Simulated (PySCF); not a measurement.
**water: calculation against experiment**

**What was measured.**

NIST CCCBDB Release 22 (SRD 101), experimental polarizabilities lists, for the gas: mean polarisability 1.501 Å³.

How close the calculation comes is told at the end.

Compound: water, H₂O.
SMILES with atom numbers: `[OH2:1]` (hydrogens: H2, H3 on O1)

Geometry (GFN2-xTB, Å), atoms numbered from 1 in this order:
```
atom  x, y, z in Å
O1     0.0043    0.3785   -0.0026
H2    -0.7686   -0.1895   -0.0111
H3     0.7758   -0.1915    0.0011
```

Runs made with PySCF (gas phase, on this GFN2-xTB geometry; no spin–orbit coupling):

```csv
level,job,basis functions
CAM-B3LYP/def2-SVPD,"8 singlets by full TDDFT, 3 Tamm–Dancoff triplets, polarisability",39
PBE0/def2-SVPD,"6 singlets by full TDDFT, 2 Tamm–Dancoff triplets, polarisability",39
```

Results beside the measurements:

**Mean polarisability.** Measured: 1.501 Å³ (NIST CCCBDB Release 22 (SRD 101), experimental polarizabilities).

| level | computed (Å³) | computed − measured (Å³) | % (from the printed values) |
| --- | --- | --- | --- |
| CAM-B3LYP/def2-SVPD | 1.409 | -0.092 | -6 |
| PBE0/def2-SVPD | 1.395 | -0.106 | -7 |

Closest is CAM-B3LYP/def2-SVPD (-0.092 Å³), furthest PBE0/def2-SVPD (-0.106 Å³); one molecule doesn't rank methods. The computed values are static and purely electronic, with core orbitals frozen in the response (1 au = 0.148185 Å³). The table of measured values doesn't say here whether a value is static or optical, or holds a vibrational part.

No measured geometry was used, and the causes of the misses weren't examined.
